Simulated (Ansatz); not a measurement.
## Ansatz (development build ahead of 0.2.0) run

```yaml
crystal:
  periodic: [false, false, false]
  atoms:
    - { symbol: Mg, position_ang: [0.0, 0.0, 0.0] }
    - { symbol: O, position_ang: [0.0, 0.0, 2.26] }
basis:
  gaussian: { orbitals: def2-SVP }
magnetization:
  spin_polarized: true
hamiltonian:
  xc: hf
correlation:
  method: mp2
  frozen_orbitals: { Mg: 1, O: 1 }
output:
  forces: true
```

The input is written out in the form of the current development build from the run's settings.

Results

| Property | Result |
| --- | --- |
| Converged | yes |
| Reference energy | -274.27277 hartree |
| Correlation energy | -0.16519 hartree |
| Total energy | -274.43796 hartree |
| Spin squared of the determinant | 1.007 |
| Stability test | minimum |

Forces (eV/Å):
```tsv
atom	Fx	Fy	Fz
Mg1	0.000	0.000	2.733
O2	0.000	0.000	-2.733
```

Caution: bonds are stretched, where a single reference can fail; the unrestricted determinant is a mixture of spin states.
